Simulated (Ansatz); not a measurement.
Seven cases of bond dissociation energy with Al to Br (electronic energies, kcal/mol); geometries: B3LYP-D3(BJ)/def2-TZVP. The cases were drawn at random from those of this class that have a high level and all functionals, leaving out states under which another spin lies or may lie. Left out are anions, K, Ca, elements past Kr, ionisation of Li, Na and Mg, pi-pi* triplets of linear molecules and other triplets made from a closed-shell parent. Runs that doubt their state, and full CI more than 15 mEh from coupled cluster, are set aside; a case stays where another high level and all functionals remain. AFQMC serves as high level only in triple zeta or larger, with a steady walk, a bar under 0.8 kcal/mol and agreement with other high levels or trials where they ran; where none ran, an unstable determinant or (outside 3d species) a high T1 diagnostic also bars it, so strongly correlated cases are thinned. No case was kept or dropped by the size of a functional's miss. High levels with a bar over 0.5 kcal/mol are left out too, and the seventh case lies inside the range of the six. Affinities count positive where energy is released, gaps as the second state minus the first. PBE is by Ansatz (a quantum-chemistry and plane-wave program) in def2-TZVPD. High levels (Ansatz): P = CCSD(T)/CBS(cc-pV(T+d)Z,cc-pV(Q+d)Z) + [CCSDT(Q) - CCSD(T)]/cc-pV(D+d)Z + core + X2C; Q = CCSD(T)/CBS(cc-pV(T+d)Z,cc-pV(Q+d)Z) + [CCSDT(Q) - CCSD(T)]/cc-pV(T+d)Z + core + X2C; R = CCSD(T)/CBS(cc-pVQZ,cc-pV5Z) + [CCSDT(Q) - CCSD(T)]/cc-pVDZ; S = CCSD(T)/CBS(cc-pVQZ,cc-pV5Z) + [CCSDT(Q) - CCSD(T)]/cc-pVTZ; T = CCSD(T)/CBS(cc-pVQZ,cc-pV5Z) + [CCSDT(Q) - CCSD(T)]/cc-pVTZ + [CCSDTQ - CCSDT(Q)]/cc-pVDZ; U = CCSD(T)/CBS(def2-TZVPP,def2-QZVPP) + [CCSDT(Q) - CCSD(T)]/def2-TZVPP. Open shells are spin-unrestricted; no spin-orbit coupling. Cores are frozen in correlated methods (noble-gas shells, and filled d and f shells in the p block). Rows without X2C or -DK are non-relativistic. CBS(X,Y): correlation extrapolated as X^-3, Hartree-Fock from the larger set (Q,5: extrapolated as (X+1)exp(-9√X)). A bracket is a step between two methods taken in the basis named. Functionals run without relativity, which enters their misses. '+ core + X2C': CCSD(T) terms for core correlation (cc-pwCVTZ, 1s frozen past Ne) and scalar relativity (cc-pVTZ-DK). Where a partner has so few electrons that a lower coupled-cluster level is exact, that level stands in. Spin-orbit terms, left out, reach several kcal/mol for Br and I, and more for heavier atoms. The UHF reference of C2H ([C]#C, doublet) is spin-contaminated (<S^2> up to 0.36 over the pure value in the sets run).

| case | PBE | level | high level |
|---|---|---|---|
| SiAsH5 (silylarsane, SMILES [AsH2][SiH3]) → SiAsH4 (SMILES [SiH3][AsH], doublet) + H (doublet) | 75.9 | U | 78.4 |
| SiPH5 (silylphosphane, SMILES [SiH3]P) → SiPH4 (SMILES P[SiH2], doublet) + H (doublet) | 87.3 | Q | 93.9 |
| BBr2F (SMILES FB(Br)Br) → BBr2 (SMILES Br[B]Br, doublet) + F (doublet) | 164.7 | R | 165.6 |
| BBr3 (tribromoborane, SMILES BrB(Br)Br) → BBr2 (SMILES Br[B]Br, doublet) + Br (doublet) | 101.7 | S | 102.6 |
| SiPH5 (silylphosphane, SMILES [SiH3]P) → SiPH4 (SMILES [SiH3][PH], doublet) + H (doublet) | 83.1 | Q | 86.8 |
| BH3Se (SMILES B[SeH]) → BH2Se (SMILES [BH][SeH], doublet) + H (doublet) | 105.3 | T | 110.2 |
| C2HBCl2 (SMILES C#CB(Cl)Cl) → BCl2 (SMILES Cl[B]Cl, doublet) + C2H (SMILES [C]#C, doublet) | 144.1 | P | withheld |

**Question.** Fit a straight line from PBE to the high level over the first six rows by least squares, predict the seventh, and compare with the calculation.

**Answer.** Means: PBE 103.00, high level 106.25. Sxx = 5190.78, Sxy = 5011.41, slope 0.9654, intercept +6.81 kcal/mol; residual standard deviation 2.2 kcal/mol. Seventh row: 0.9654·(144.1) +6.81 = 145.9 kcal/mol. The calculation gave 145.5 kcal/mol: the line differs from it by +0.4, PBE itself by -1.4.
